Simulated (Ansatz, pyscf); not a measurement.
H₂N–SiH=O → silicon monoxide (O=Si:) [singlet] + ammonia (NH₃), a 1,1-elimination on the singlet surface: N–Si, H–Si broken, H–N formed. PySCF, gas phase, ωB97X-D3(BJ)/def2-SVP geometries. Wave-function energies: Ansatz (a quantum-chemistry and plane-wave program), frozen core, RHF or UHF references. In kJ/mol, from the reactant's lowest minimum found.

```csv
level,barrier,reaction energy
r²SCAN/def2-TZVP,274.22,+125.59
PBE0-D3(BJ)/def2-TZVP,281.11,+119.14
CCSD(T)/cc-pV(D+d)Z,282.69,+66.73
CCSDT(Q)/cc-pV(D+d)Z,279.18,+65.76
CCSD(T)/cc-pV(T+d)Z,287.85,+93.01
CCSD(T)/cc-pV(Q+d)Z,291.14,+101.38
```

In cc-pV(D+d)Z, going from CCSD(T) to CCSDT(Q) shifts the barrier by -3.51 and the reaction energy by -0.97 kJ/mol. With HF in the quadruple-zeta basis and the correlation energy extrapolated as X⁻³ from X = 3, 4, CCSD(T) gives 292.88 and +106.53; adding the double-zeta shift gives ΔE‡ = 289.36 and ΔE = +105.56 kJ/mol, without core correlation, relativity or geometry relaxation at these levels. On the product side the descent ends in a bound adduct (not fully relaxed), 48.40 kJ/mol under the separated species and 230.72 kJ/mol under the saddle at ωB97X-D3(BJ)/def2-TZVP. At ωB97X-D3(BJ)/def2-TZVP the barrier from the zero used here is 305.98 kJ/mol. H₂N–SiH=O lies 30.95 kJ/mol over its isomer H₂N–Si:–OH [singlet] (electronic energy, ωB97M-D3(BJ)/def2-TZVP). This is the saddle that the search found; another between the same sides may lie lower.
